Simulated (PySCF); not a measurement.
**AlC⁺: energy against distance**

Set-up: basis Al pcseg-1, C pcseg-1; no relativity; PySCF 2.14. Energies in eV from Al⁺ + C in their ground configurations at the same level. State: ³Σ⁻ (triplet), unpaired electrons π ↑↑.

```csv
R (Å),PW91
1.679,-0.306
1.757,-0.720
1.835,-0.949
1.893,-1.034
1.952,-1.065
2.011,-1.057
2.089,-1.005
2.186,-0.900
2.303,-0.752
2.459,-0.557
```

Put a parabola through the three lowest points of the PW91 curve and estimate Re, k and ωe (reduced mass 8.306 u; 1 eV/Å² = 0.16022 mdyn/Å; ωe = 1302.8·√(k/μ) cm⁻¹).

Through R = 1.893, 1.952, 2.011 Å the second-order coefficient is 5.60 eV/Å², so Re ≈ 1.969 Å, k ≈ 1.80 mdyn/Å and ωe ≈ 606 cm⁻¹. A polynomial fit of higher order to the unrounded PW91 energies gives Re = 1.967 Å, k = 1.68 mdyn/Å, ωe = 585 cm⁻¹; anharmonicity and rounding make the difference.

The higher-order fit for each curve: PW91: Re = 1.967 Å, ωe = 585 cm⁻¹, De = 1.07 eV.

For an ion De counts to the pair picked by the measured ionisation energies or electron affinities, which need not be the lowest pair at this level. The state is the lowest determinant that a PBE0 search found; another state may lie lower at other levels.
